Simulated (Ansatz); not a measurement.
What a trial cell of Sn₂As relaxes into

Method: DFT PBE, scalar-relativistic, plane waves, PAW (Ansatz 0.2.0). Cutoff 420 eV, Γ-centred k mesh, Gaussian smearing, no spin polarisation in the final step.

The start puts Sn₂As on the sites of a reported Ti2Pd cell (I4/mmm, No. 139), with As in place of Pd, Sn in place of Ti, at a guessed volume.

```
Sn As
1.0
    -1.82499    1.82499    5.93800
     1.82499   -1.82499    5.93800
     1.82499    1.82499   -5.93800
Sn As
2 1
Direct
  0.34000 0.34000 0.00000
  0.66000 0.66000 0.00000
  0.00000 0.00000 0.00000
```

Cell and atoms relax at zero pressure; the relaxation can't lower the symmetry of the start. After a coarse first stage the cell is made exact in the group found at 0.06 Å.

Energies over the elements count from the elements' standard structures at the same level, with no empirical corrections.

(1) Describe the relaxed structure.

(2) What are its volume, energy, density and gap?

Answers

(1) It keeps I4/mmm (No. 139). The result has the MoSi2 (C11b) structure. Conventional cell: a = 3.661 Å, c = 11.370 Å. Around Sn lie 4 As at 3.05 Å, 1 Sn at 3.23 Å and 8 Sn at 3.57–3.66 Å (next As at 4.07 Å); around As lie 8 Sn at 3.05 Å.

```cif
data_structure
_symmetry_space_group_name_H-M 'I4/mmm'
_symmetry_Int_Tables_number 139
_cell_length_a 3.6607
_cell_length_b 3.6607
_cell_length_c 11.3698
_cell_angle_alpha 90.000
_cell_angle_beta 90.000
_cell_angle_gamma 90.000
_cell_volume 152.37
loop_
_atom_site_label
_atom_site_type_symbol
_atom_site_symmetry_multiplicity
_atom_site_Wyckoff_symbol
_atom_site_fract_x
_atom_site_fract_y
_atom_site_fract_z
_atom_site_occupancy
Sn1 Sn 4 e 0.00000 0.00000 0.35805 1
As1 As 2 a 0.00000 0.00000 0.00000 1
```

(2) The volume per atom is 25.39 Å³ and the density is 6.81 g/cm³. The energy over the elements is 0.08 eV/atom and the gap on the 18×18×18 mesh is 0 eV (a metal).

The final run used a 18×18×18 mesh on its 3-atom cell and 0.10 eV smearing. For metals, differences of a few meV/atom aren't resolved. Symmetry constrained the relaxation, so the result can be a saddle point. The steps took roughly 10 core-minutes in all.